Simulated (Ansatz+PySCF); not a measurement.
The numbers below are computed, except where a source is named.
Input for Ansatz (development build ahead of 0.2.0):

```yaml
crystal:
  periodic: [false, false, false]
  atoms:
    - { symbol: "N", position_ang: [0.0, 0.0, -0.27478] }
    - { symbol: H, position_ang: [0.0, 0.0, 1.92346] }
basis:
  gaussian: { orbitals: "6-31G" }
magnetization:
  spin_polarized: true
  initial_magnetization: 2
hamiltonian:
  xc: hf
correlation:
  method: mp2
  frozen_orbitals: { H: 0, "N": 1 }
output:
  forces: true
```

The input is written out in the form of the current development build from the run's settings.

Results

```
Converged                       : yes
Reference energy                : -54.88317 hartree
Correlation energy              : -0.02804 hartree
Total energy                    : -54.91121 hartree
Spin squared of the determinant : 2.937
Stability test                  : minimum
```

Forces (eV/Å):
```csv
atom,Fx,Fy,Fz
N1,0.000,0.000,0.126
H2,0.000,0.000,-0.126
```

Caution: bonds are stretched, where a single reference can fail; the unrestricted determinant is a mixture of spin states; forces differ strongly between restricted and unrestricted references.
